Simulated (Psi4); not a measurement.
**Si2H4O (SMILES [SiH]O[SiH3]): TPSS/6-311+G(d,p)**

Aim: the energy change on altering one bond length of Si2H4O at TPSS/6-311+G**, from 2 runs. 

The results are computed with Psi4 1.11.

1 further run of the same task is left out (set aside as unsound or not needed).

## Step 1: The molecule

Si2H4O has 7 atoms, charge 0, and is taken as a singlet. SMILES: `[SiH]O[SiH3]`. The coordinates come from a PBE0-D4/def2-TZVP relaxation. This is one conformer, not always the lowest.

Bond lengths: Si1–O2 1.645 Å, O2–Si3 1.652 Å, Si1–H4 1.549 Å, Si3–H5 1.486 Å, Si3–H6 1.483 Å, Si3–H7 1.483 Å. Angles: Si1–O2–Si3 142.3°, O2–Si1–H4 97.6°, O2–Si3–H5 109.8°, O2–Si3–H6 108.5°, O2–Si3–H7 108.5°, H5–Si3–H6 110.1°, H5–Si3–H7 110.1°, H6–Si3–H7 109.7°.

## Step 2: The energy at TPSS/6-311+G(d,p)

Contents of h4osi2_ase.py:

```python
import numpy as np
from ase.calculators.psi4 import Psi4
from ase import Atoms

a = Atoms(['Si', 'O', 'Si', 'H', 'H', 'H', 'H'], positions=[
    [-1.691900, -1.472900, -0.230200],
    [-0.369000, -0.805400, 0.485100],
    [0.731600, 0.414800, 0.316400],
    [-1.779300, -0.509900, -1.440500],
    [0.446600, 1.182300, -0.923400],
    [0.635100, 1.303800, 1.499700],
    [2.088200, -0.180800, 0.247100],
])
calc = Psi4(atoms=a, method='tpss', basis='6-311+G**', memory='1600MB', num_threads=1, charge=0, multiplicity=1, label='calc', reference='rks')
calc.psi4.set_options({'puream': True, 'e_convergence': 1e-09, 'd_convergence': 1e-08, 'scf_type': 'pk', 'dft_radial_points': 99, 'dft_spherical_points': 590})
a.calc = calc

print(f'energy: {a.get_potential_energy():.6f} eV')
```

Started as:

```console
$ python h4osi2_ase.py
```

calc.dat:

```text
[...]
  Running in c1 symmetry.
[...]
  Nuclear repulsion =  140.853091692356998
[...]
  Multiplicity = 1
[...]
  Nalpha       = 20
  Nbeta        = 20
[...]
    Number of basis functions: 106
[...]
   @RKS iter   1:  -656.42890994178686   -2.51508e-01   8.69273e-03 ADIIS/DIIS
[...]
   @RKS iter  12:  -656.72153826750400   -3.06954e-12   4.16767e-09 DIIS
[...]
    Orbital Energies [Eh]
    ---------------------
    Doubly Occupied:
       1A    -65.693541     2A    -65.690784     3A    -18.903244
       4A     -5.136886     5A     -5.134983     6A     -3.514799
       7A     -3.513636     8A     -3.509900     9A     -3.509878
      10A     -3.509815    11A     -3.503861    12A     -0.950350
      13A     -0.547392    14A     -0.455328    15A     -0.388972
      16A     -0.373781    17A     -0.350147    18A     -0.304800
      19A     -0.298968    20A     -0.207784
[...]
  @RKS Final Energy:  -656.72153826750400
   => Energetics <=
    Nuclear Repulsion Energy =            140.8530916923569976
    One-Electron Energy =               -1188.6939994404281151
    Two-Electron Energy =                 443.1385603711946715
    DFT Exchange-Correlation Energy =     -52.0191908906276481
    Empirical Dispersion Energy =           0.0000000000000000
    VV10 Nonlocal Energy =                  0.0000000000000000
    Total Energy =                       -656.7215382675040019
[...]
 Multipole Moments:
 ------------------------------------------------------------------------------------
     Multipole            Electronic (a.u.)      Nuclear  (a.u.)        Total (a.u.)
 ------------------------------------------------------------------------------------
 L = 1.  Multiply by 2.5417464519 to convert [e a0] to [Debye]
 Dipole X            :         -2.6212681            2.8489841            0.2277160
 Dipole Y            :         -3.3461333            3.6895726            0.3434392
 Dipole Z            :          0.9117442           -1.0516528           -0.1399085
 Magnitude           :                                                    0.4351775
[...]
```

Standard output:

```text
energy: -17870.303288 eV
```

Wall time 30 s (1 thread of Intel Xeon 6975P-C (Granite Rapids), shared host); peak memory 0.67 GiB.

## Step 3: The distorted shape: energy and forces at TPSS/6-311+G(d,p)

Contents of input.dat:

```
memory 1.6 GB

molecule geom {
  0 1
  Si
  O 1 R2
  Si 2 R3 1 A3
  H 1 R4 2 A4 3 D4
  H 3 R5 2 A5 1 D5
  H 3 R6 5 A6 2 D6
  H 3 R7 6 A7 5 D7

  R2 = 1.64538
  R3 = 1.651868
  A3 = 142.27553
  R4 = 1.54914
  A4 = 97.63255
  D4 = 0.12005
  R5 = 1.485727
  A5 = 109.81607
  D5 = -0.841
  R6 = 1.483183
  A6 = 110.09875
  D6 = -119.45291
  R7 = 1.7057
  A7 = 109.72318
  D7 = 121.34643
  symmetry c1
  no_reorient
  no_com
}

set globals {
  basis                6-311+G**
  reference            rks
  puream               true
  e_convergence        1e-09
  d_convergence        1e-08
  scf_type             pk
  dft_radial_points    99
  dft_spherical_points 590
}

energy_value, wavefunction = gradient('tpss', return_wfn=True)
oeprop(wavefunction, 'LOWDIN_CHARGES', 'MULLIKEN_CHARGES', 'DIPOLE', title='TPSS')
```

Started as:

```console
$ psi4 input.dat output.dat -n 1
```

output.dat:

```text
[...]
  Running in c1 symmetry.
[...]
  Nuclear repulsion =  139.984412945819599
[...]
  Multiplicity = 1
[...]
  Nalpha       = 20
  Nbeta        = 20
[...]
    Number of basis functions: 106
[...]
   @RKS iter   1:  -656.41707138200866   -2.80662e-01   8.69536e-03 ADIIS/DIIS
[...]
   @RKS iter  12:  -656.70953396993707   -6.25278e-12   3.71013e-09 DIIS
[...]
    Orbital Energies [Eh]
    ---------------------
    Doubly Occupied:
       1A    -65.705656     2A    -65.695794     3A    -18.906620
       4A     -5.148635     5A     -5.137221     6A     -3.525345
       7A     -3.522381     8A     -3.521501     9A     -3.517031
      10A     -3.512073    11A     -3.506081    12A     -0.953500
      13A     -0.547155    14A     -0.453697    15A     -0.389244
      16A     -0.371013    17A     -0.351022    18A     -0.303915
      19A     -0.292264    20A     -0.209706
[...]
  @RKS Final Energy:  -656.70953396993707
   => Energetics <=
    Nuclear Repulsion Energy =            139.9844129458195994
    One-Electron Energy =               -1186.8239358149262443
    Two-Electron Energy =                 442.0992947074398103
    DFT Exchange-Correlation Energy =     -51.9693058082704198
    Empirical Dispersion Energy =           0.0000000000000000
    VV10 Nonlocal Energy =                  0.0000000000000000
    Total Energy =                       -656.7095339699370697
[...]
  -Total Gradient:
     Atom            X                  Y                   Z
    ------   -----------------  -----------------  -----------------
       1        0.000099465633    -0.002677658875     0.019363136562
       2        0.000261694887    -0.005899955822    -0.005470194116
       3        0.037181015841    -0.001183495139    -0.039911164355
       4        0.000043897126     0.000355148131    -0.000111445666
       5        0.001104493302     0.000054456713    -0.000271456915
       6        0.000936261101    -0.000467815431    -0.000539894246
       7       -0.039636565352     0.009806981476     0.026918699105
[...]
 Multipole Moments:
 ------------------------------------------------------------------------------------
     Multipole            Electronic (a.u.)      Nuclear  (a.u.)        Total (a.u.)
 ------------------------------------------------------------------------------------
 L = 1.  Multiply by 2.5417464519 to convert [e a0] to [Debye]
 Dipole X            :          0.2678050           -0.1626196            0.1051854
 Dipole Y            :          3.0228141           -3.3886967           -0.3658825
 Dipole Z            :         -3.2751647            3.4391919            0.1640272
 Magnitude           :                                                    0.4145346
[...]
  Mulliken Charges: (a.u.)
   Center  Symbol    Alpha    Beta     Spin     Total
       1    SI     6.84730  6.84730  0.00000  0.30540
       2     O     4.17369  4.17369  0.00000 -0.34737
       3    SI     6.73743  6.73743  0.00000  0.52514
       4     H     0.59464  0.59464  0.00000 -0.18928
       5     H     0.54652  0.54652  0.00000 -0.09304
       6     H     0.54705  0.54705  0.00000 -0.09409
       7     H     0.55337  0.55337  0.00000 -0.10675
   Total alpha = 20.00000, Total beta = 20.00000, Total charge = -0.00000
  Lowdin Charges: (a.u.)
[...]
```

Wall time 35 s (1 thread of Intel Xeon 6975P-C (Granite Rapids), shared host); peak memory 0.65 GiB.

## Step 4: Results

At TPSS/6-311+G**:

```
                                                          quantity          value
                                         first shape: total energy  -656.72154 Eh
                                        first shape: dipole moment         1.11 D
                                          first shape: HOMO energy       -5.65 eV
                                          first shape: LUMO energy       -3.06 eV
                                        first shape: HOMO–LUMO gap        2.59 eV
                                     distorted shape: total energy  -656.70953 Eh
                                    distorted shape: dipole moment         1.05 D
                                      distorted shape: HOMO energy       -5.71 eV
                                      distorted shape: LUMO energy       -3.12 eV
                                    distorted shape: HOMO–LUMO gap        2.59 eV
                         distorted shape: largest force on an atom     2.806 eV/Å
energy change with the Si3–H7 bond stretched from 1.483 to 1.706 Å       0.327 eV
```

What this shows: With the Si3–H7 bond stretched from 1.483 to 1.706 Å the energy rises by 0.33 eV (31.5 kJ/mol). The first shape isn't relaxed at this level, so the change isn't measured from a minimum. Mulliken charges (distorted shape) run from -0.35 on O2 to +0.53 on Si3; in a basis this large or diffuse they mean little.
